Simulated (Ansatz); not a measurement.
# BPN (sextet): the correlation ladder, def2-QZVPP

The task here is to estimate one member of a computed series from the others.

Program: Ansatz 0.2.0, Gaussian basis. Level of theory: def2-QZVPP, core rule «outside noble gas», up to 7 orbitals frozen. These are calculated values, not measurements.

To be run: UHF; ROHF; CCSD(T) on UHF.

### The system

The geometry is a PBE0/def2-TZVP stationary point (not a proven minimum) of the parent state, kept for this charge and spin.

3 atoms, charge 0, spin multiplicity 6.

Atoms are counted from 1 here; the program's logs count them from 0.

Bond lengths: N1–B2 1.334 Å, B2–P3 1.842 Å. Angles: N1–B2–P3 180.0°.

Set-up of the first run:

The input, in.yaml:

```yaml
crystal:
  periodic: [false, false, false]
  atoms:
    - {symbol: N, position_ang: [0.000000, 0.000000, 1.503167]}
    - {symbol: B, position_ang: [0.000000, 0.000000, 0.169267]}
    - {symbol: P, position_ang: [0.000000, 0.000000, -1.672433]}
basis:
  gaussian: {orbitals: "def2-QZVPP.json"}
magnetization: {spin_polarized: true, initial_magnetization: 5}
hamiltonian: {xc: hf}
output: {orbitals: {seedname: orbitals}}
```

Run with:

```
> ansatz run in.yaml --threads 1 --pin off --events-out ev --progress --plain --max-ram 2393MiB
```

Among the steps run: UHF; ROHF; CCSD(T) on UHF.

One of the session's tables, all rows but one given; the rest of the session is left out.

| method | from UCCSD(T) (meV) |
| --- | --- |
| ROHF | +10062.9 |
| UHF | +9615.4 |
| UMP2 | +1506.4 |
| UCCSD | ? |
| UCCSD(T) | 0 |

**Question.** Estimate the row for UCCSD.

As computed: from UCCSD(T) (meV): +385.2. In the column «from UCCSD(T) (meV)» it lies between UCCSD(T) (0) and UMP2 (+1506.4).
